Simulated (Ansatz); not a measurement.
**Methylamine (CH₅N): taking an electron away**

The task here is to estimate one member of a computed series from the others.

Program: Ansatz 0.2.0, Gaussian basis. Level of theory: unrestricted cation, the program's frozen cores in correlated methods. These are calculated values, not measurements.

Levels to be run: UKS PBE-D4/def2-TZVPP; UKS r2SCAN-D4/def2-TZVPP; UKS PBE0-D4/def2-TZVPP; UKS B3LYP-D4/def2-TZVPP; UKS wB97X-V/def2-TZVPP; UKS wB97M-V/def2-TZVPP; UKS B2PLYP/def2-TZVPP; UHF-CCSD(T)/def2-TZVPP; UHF-CCSD(T)/def2-QZVPP; extrapolation to the limit; then −ε(HOMO) from the neutral's earlier runs with LDA (SPW92), PBE-D4, revPBE-D4, BLYP-D4, r2SCAN-D4, B97M-V, PBE0-D4, B3LYP-D4, r2SCANh-D4, r2SCAN0-D4, HSE06-D4, BHLYP-D4, CAM-B3LYP-D4, LC-ωPBE, ωB97X-V, ωB97M-V.

### Structure used throughout

All runs share one geometry, relaxed beforehand with PBE0-D4 in a triple-zeta def2 set.

SMILES `CN`, 7 atoms, charge 0, spin multiplicity 1.

Atoms are counted from 1 here; the program's logs count them from 0.

Bond lengths: C1–N2 1.453 Å, C1–H3 1.100 Å, C1–H4 1.092 Å, C1–H5 1.092 Å, N2–H6 1.012 Å, N2–H7 1.012 Å. Angles: N2–C1–H3 115.4°, N2–C1–H4 109.4°, N2–C1–H5 109.4°, H3–C1–H4 107.7°, H3–C1–H5 107.7°, H4–C1–H5 106.9°, C1–N2–H6 110.6°, C1–N2–H7 110.6°, H6–N2–H7 106.7°.

Set-up of the first run:

in.yaml

```yaml
crystal:
  periodic: [false, false, false]
  atoms:
    - {symbol: C, position_ang: [-0.473792, -0.138414, -0.281476]}
    - {symbol: N, position_ang: [0.801602, 0.390940, 0.170483]}
    - {symbol: H, position_ang: [-0.984446, -0.806354, 0.427507]}
    - {symbol: H, position_ang: [-0.327168, -0.690688, -1.212464]}
    - {symbol: H, position_ang: [-1.150545, 0.689292, -0.505452]}
    - {symbol: H, position_ang: [1.448009, -0.360593, 0.373534]}
    - {symbol: H, position_ang: [0.686340, 0.915816, 1.027857]}
basis:
  gaussian: {orbitals: def2-TZVPP}
total_charge: 1
magnetization: {spin_polarized: true, initial_magnetization: 1}
hamiltonian: {xc: pbe, dispersion: d4}
```

Command:

```bash
ansatz run in.yaml --threads 2 --pin off --events-out ev --progress --plain --max-ram 32768MiB --backend cpu
```

Steps of the session up to this table: Cation, UKS PBE-D4/def2-TZVPP; Cation, UKS r2SCAN-D4/def2-TZVPP; Cation, UKS PBE0-D4/def2-TZVPP; Cation, UKS B3LYP-D4/def2-TZVPP; Cation, UKS wB97X-V/def2-TZVPP; Cation, UKS wB97M-V/def2-TZVPP; Cation, UKS B2PLYP (frozen core)/def2-TZVPP; Cation, UHF-CCSD(T)/def2-TZVPP; Cation, UHF-CCSD(T)/def2-QZVPP.

One of the session's tables, all rows but one given; the rest of the session is left out.

Orbital estimates, from the neutral's runs:

```
  functional  −ε(HOMO) (eV)
 LDA (SPW92)           5.35
      PBE-D4           5.27
   revPBE-D4           5.23
     BLYP-D4           5.19
   r2SCAN-D4           5.58
      B97M-V           5.75
     PBE0-D4           6.79
    B3LYP-D4           6.56
  r2SCANh-D4           6.15
  r2SCAN0-D4           7.01
    HSE06-D4           6.38
    BHLYP-D4              ?
CAM-B3LYP-D4           8.27
     LC-ωPBE           9.67
     ωB97X-V           9.31
     ωB97M-V           9.22
```

Estimate the missing values for BHLYP-D4.

Worked estimate for «−ε(HOMO) (eV)». Against the share of exact exchange, BLYP-D4 (0, 5.19), B3LYP-D4 (0.2, 6.56) give a slope of 6.85 per unit share; at 0.5 the line stands at 8.61.

As computed: −ε(HOMO) (eV): 8.26. In «−ε(HOMO) (eV)» the line misses by +0.35.
